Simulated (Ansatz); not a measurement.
A further run on MgMeCl (CH3ClMg).

```yaml
crystal:
  periodic: [false, false, false]
  atoms:
    - {symbol: Mg, position_ang: [-0.010130, 0.016238, -1.215723]}
    - {symbol: C, position_ang: [0.002113, 0.004577, 0.852500]}
    - {symbol: H, position_ang: [-0.440056, 0.912442, 1.272750]}
    - {symbol: H, position_ang: [1.019346, -0.071830, 1.248812]}
    - {symbol: H, position_ang: [-0.562716, -0.843580, 1.251937]}
    - {symbol: Cl, position_ang: [-0.008556, -0.017848, -3.410287]}
basis:
  gaussian: {orbitals: 6-31G}
hamiltonian: {xc: {name: B2GP-PLYP}}
scf: {omitted_lower_state_checks: [starts]}
```

```sh
$ ansatz run in.yaml --threads 4 --pin off --events-out ev --progress --plain --max-ram 3916MiB
```

Shortened log:

```
Functional definition: B2GP-PLYP
  name "B2GP-PLYP"
  cite "Karton, Tarnopolsky, Lamère, Schatz & Martin, J. Phys. Chem. A 112, 12868 (2008) doi:10.1021/jp801805p"
  cite "Becke, Phys. Rev. A 38, 3098 (1988) doi:10.1103/PhysRevA.38.3098"
  cite "Lee, Yang & Parr, Phys. Rev. B 37, 785 (1988) doi:10.1103/PhysRevB.37.785"
  parameter a = 0.65
  parameter c = 0.36
  exchange = (1 - a)*b88_x + a*exact_x
  correlation = (1 - c)*lyp_c + c*(mp2_os + mp2_ss)
these checks for a lower state are left out or cut short: starts
496 factors; integrals over basis functions are off by at most 2.1e-4 eV
mean field evaluation 1: about -19035.9160 eV, gradient 3.1e1 eV
mean field evaluation 2: about -19035.9203 eV, gradient 3.1e1 eV
mean field evaluation 4: about -19038.5397 eV, gradient 1.5e0 eV
mean field evaluation 8: about -19038.5468 eV, gradient 6.4e-3 eV
mean field -19038.54675534 eV, -699.6536884682 hartree, gradient 3.3e-6 eV, S^2 0.000000; 0 other end points of the search recorded, 0 dependent functions left out
7 core orbitals not correlated: weight in the atoms' cores, before any rotation towards them, 1.000 or more for the frozen orbitals, at most 0.000 for the correlated occupied ones
reference -19038.54687237 eV, -699.6536927691 hartree; 12, 12 occupied and 22, 22 virtual orbitals, 496 factors
second order -4.95163652 eV of doubles, -0.00000000 eV of singles
Total energy: -19040.32946152 eV, -699.7192017120 hartree
Checks for a lower state left out: starts
```

Run time 1.1 s (4 threads of Intel Xeon on a shared host).

Correlated methods freeze 7 core orbitals; core or outer-core shells of Mg are correlated, in sets that lack core-valence functions.
